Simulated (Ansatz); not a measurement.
GePt: from a trial structure to a relaxed crystal

Level of theory: DFT r2SCAN, scalar-relativistic, plane waves, PAW in Ansatz. Cutoff 500 eV, Γ-centred k mesh, Gaussian smearing, no spin polarisation in the final step.

GePt was placed on the caesium chloride structure type (Pm-3m, No. 221), with Ge in place of Cs, Pt in place of Cl, at a guessed volume.

```
Ge Pt
1.0
     3.19946    0.00000    0.00000
     0.00000    3.19946    0.00000
     0.00000    0.00000    3.19946
Ge Pt
1 1
Direct
  0.00000 0.00000 0.00000
  0.50000 0.50000 0.50000
```

Cell and atoms relax at zero pressure; the relaxation can't lower the symmetry of the start. After a coarse first stage the cell is made exact in the group found at 0.06 Å.

Formation energies are uncorrected and refer to the elements' standard structures at the same level.

Problem. Which crystal results?

Solution. It keeps Pm-3m (No. 221). The result still has the caesium chloride structure. Conventional cell: a = 3.158 Å. Ge has 8 Pt at 2.74 Å and 6 Ge at 3.16 Å; Pt has 8 Ge at 2.74 Å and 6 Pt at 3.16 Å.

Space group Pm-3m (No. 221). a = 3.158 Å, b = 3.158 Å, c = 3.158 Å, α = 90.00°, β = 90.00°, γ = 90.00°
```tsv
atom	site	symmetry	x	y	z
Ge	1a	m-3m	0.0000	0.0000	0.0000
Pt	1b	m-3m	0.5000	0.5000	0.5000
```

Problem. What are its volume, energy, density and gap?

Solution. The volume per atom is 15.75 Å³, the density is 14.11 g/cm³ and the energy over the elements is -0.02 eV/atom. The gap on the 18×18×18 mesh is 0 eV (a metal).

The final run used a 18×18×18 mesh on its 2-atom cell and 0.10 eV smearing. The k mesh leaves about 4 meV/atom of noise in metals. Spin–orbit coupling is left out. Symmetry constrained the relaxation, so the result can be a saddle point.

Cost: 3 runs of about 1.2 core-minutes in all, on Arm Neoverse V2 (shared hosts).